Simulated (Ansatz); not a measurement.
`FC(F)Cl` + Cl• → `F[C](F)Cl`• + HCl at 600 K and 1 bar (hydrogen abstraction from a C–H bond).

Calculated with Ansatz (gas phase, PBE0-D4/def2-TZVP geometries, no zero-point term in ΔE). CCSD(T)/CBS adds triple-zeta CCSD(T) − MP2 to the extrapolated MP2 energy (def2 sets, frozen cores). This one scheme is used for every species, atoms too. No spin–orbit coupling; open shells (•) take unrestricted orbitals. Spin–orbit coupling would lower the free atoms: a little for Cl.

```json
{"species": "`FC(F)Cl`", "CCSD(T)/CBS energy (Eh)": "-698.00348", "H − E (kJ/mol)": "94.8", "S (J/(mol·K))": "327.8"}
{"species": "Cl•", "CCSD(T)/CBS energy (Eh)": "-459.70966", "H − E (kJ/mol)": "12.5", "S (J/(mol·K))": "182.8"}
{"species": "`F[C](F)Cl`•", "CCSD(T)/CBS energy (Eh)": "-697.32900", "H − E (kJ/mol)": "59.1", "S (J/(mol·K))": "329.6"}
{"species": "HCl", "CCSD(T)/CBS energy (Eh)": "-460.38127", "H − E (kJ/mol)": "35.4", "S (J/(mol·K))": "207.2"}
```

H − E and S are ideal-gas, rigid-rotor, harmonic terms from PBE0-D4/def2-TZVP, with the whole ground term of open shells counted as degenerate. 1 Eh = 2625.50 kJ/mol, R = 8.31446 J/(mol·K).

**Question.** By hand: ΔE, ΔH, ΔS and ΔG.

**Answer.** ΔE = (-697.32900) + (-460.38127) − (-698.00348) − (-459.70966) = 0.00287 Eh = 7.5 kJ/mol. Δ(H − E) = 59.1 + 35.4 − 94.8 − 12.5 = -12.8, so ΔH = -5.3 kJ/mol. ΔS = 329.6 + 207.2 − 327.8 − 182.8 = 26.2 J/(mol·K). ΔG = -5.3 − 600 × (26.2)/1000 = -21.0 kJ/mol.

**Question.** By hand: the equilibrium constant, and the temperature at which ΔG would vanish if ΔH and ΔS stayed fixed.

**Answer.** log₁₀ K = −ΔG/(RT ln 10) = 1.8. ΔH and −TΔS have one sign here, so there is no such temperature. One of them is within its doubt of zero, so this could turn.

TΔS isn't small against ΔH here. A doubt of 5 kJ/mol in ΔE shifts log₁₀ K by 0.4 here. These are equilibria of isolated gas molecules and say nothing of rates. Largest T1 diagnostic: 0.015 (customary marks: 0.02 for closed shells, 0.045 for open ones).
